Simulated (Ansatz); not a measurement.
Basis-set extrapolation for the N atom (frozen core, Ansatz 0.2.0). Multiplicity 4, UHF reference.

```csv
,def2-TZVPP,def2-QZVPP
HF,-54.402747,-54.404385
MP2 correlation,-0.094866,-0.103348
CCSD(T) correlation,-0.113194,-0.120631
```

Energies in hartree. Use E(X) = E(∞) + A·exp(−7.88·√X) for Hartree–Fock and E(X) = E(∞) + B·X^(−2.97) for correlation, with X = 3 and 4.

Q: What is the CCSD(T) energy at the basis-set limit?

A: HF limit: -54.404385 + (-0.001638) × 0.13774 = -54.40461. Correlation limit: -0.120631 + (-0.007437) × 0.74074 = -0.12614. Total: -54.53075 hartree, 38.9 kJ/mol below CCSD(T)/def2-TZVPP.
